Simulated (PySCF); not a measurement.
Coordinates in bohr (charge 0 multiplicity 2):
```
Al    0.0000   -0.9612   -1.9763
H     0.0000    0.9659   -4.3137
Cl    0.0000    0.7134    1.6480
```

Method: UPBE0/[Al def2-TZVP, H def2-TZVP, Cl def2-TZVP], no relativity, density fitting, PySCF.

This geometry of AlHCl is a stationary point at this level.

What is the point group?

Cs.

Is it a minimum?

Yes: all harmonic wavenumbers are real.

List the harmonic modes with their infrared intensities.


```
symmetry  ω (cm⁻¹)  IR (km/mol)     type
      a'       503         45.9    mixed
      a'       561          138     bend
      a'      1818          159  stretch
```

What are the dipole moment and the gap between the highest occupied and lowest empty levels of either spin?

1.50 D and 3.42 eV.

Give the ideal-gas entropy at 298.15 K and 1 bar by parts.

translation 160.5, rotation 87.0, vibration 4.9, spin 5.8; total 258.1 J/(mol K).

Other isomers or separated fragments may lie lower.
